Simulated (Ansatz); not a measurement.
**H2Si–B, doublet: vertical spin and charge gaps**

Geometry (PBE0/def2-TZVP stationary point for this spin, not checked as a minimum):

```xyz
4

Si   -0.0850    0.0000    0.4943
B     0.0885    0.0000   -1.4519
H     0.7098   -1.2068    0.8997
H     0.7098    1.2068    0.8997
```

Basis cc-pVTZ; Ansatz 0.2.0. Only valence electrons are correlated (noble-gas cores frozen). Prefix R: restricted or restricted open-shell reference; prefix U: unrestricted. Active spaces: valence = (9e, 10o) chosen from the atoms' valence shells.

Gaps are energies of the second state less the first, at fixed atoms, for a selection of the levels run; each method lands on the state that its own search finds for that charge and spin.

Unrestricted rows (U, and Kohn–Sham where it breaks symmetry) aren't spin-pure: their determinants' ⟨S²⟩ exceeds S(S+1) by up to 0.53, so they mix in states of higher spin. A value is left out where its run failed or describes another state than the reference as far as symmetry and spin tell, or, spin-broken singlets apart, can't be checked.

Question: PBE gives 8.766 eV for removing an electron, to the triplet. Estimate what UCCSDT(Q) gives in cc-pVTZ.

Answer: UCCSDT(Q) in cc-pVTZ gives 8.850 eV, so against it PBE is off by -0.084 eV.

| level | gap (eV) | error (meV) | ⟨S²⟩ where 0.1 over S(S+1) (first / second) |
| --- | --- | --- | --- |
| UHF | 7.688 | -1162 | 1.28 / – |
| RMP2 | 8.620 | -230 | – / – |
| UMP2 | 8.269 | -581 | 1.28 / – |
| RCCSD | 8.671 | -179 | – / – |
| BCCD(T) | 8.821 | -29 | – / – |
| CASSCF (valence space) | 7.866 | -984 | – / – |
| MRCISD (valence space) | 8.692 | -158 | – / – |
| PBE0 | 8.674 | -176 | – / – |
| B3LYP | 8.796 | -54 | – / – |

Quartet less doublet: 1.315 eV at UCCSDT(Q).

```
                   level  gap (eV)  error (meV)  ⟨S²⟩ where 0.1 over S(S+1) (first / second)
                     RHF    -0.003        -1318                                        – / –
                     UHF     0.429         -886                                     1.28 / –
                    RMP2     1.063         -252                                        – / –
                    UMP2     0.714         -601                                     1.28 / –
                   RCCSD     1.137         -178                                        – / –
                   UCCSD     1.119         -196                                     1.28 / –
                RCCSD(T)     1.289          -26                                        – / –
                UCCSD(T)     1.229          -86                                     1.28 / –
                 BCCD(T)     1.282          -33                                        – / –
                  RCCSDT     1.295          -20                                        – / –
                  UCCSDT     1.291          -24                                     1.28 / –
               RCCSDT(Q)     1.312           -3                                        – / –
  CASSCF (valence space)     1.127         -188                                        – / –
  NEVPT2 (valence space)     1.308           -7                                        – / –
  MRCISD (valence space)     1.284          -31                                        – / –
MRCISD+Q (valence space)     1.306           -9                                        – / –
                     PBE     1.251          -64                                        – / –
                  r2SCAN     0.964         -351                                        – / –
                    PBE0     1.065         -250                                        – / –
                   B3LYP     1.290          -25                                        – / –
                 wB97M-V     1.250          -65                                        – / –
                  B2PLYP     1.172         -143                                     0.97 / –
                 RPA-PBE     1.363           48                                        – / –
```

Wrong sign: RHF.

Full CI isn't at hand for all of this; UCCSDT(Q) serves as the reference, and is uncertain by about the last step of the cluster series. The frozen core follows each run's orbitals, which can shift R against U totals by a few meV.
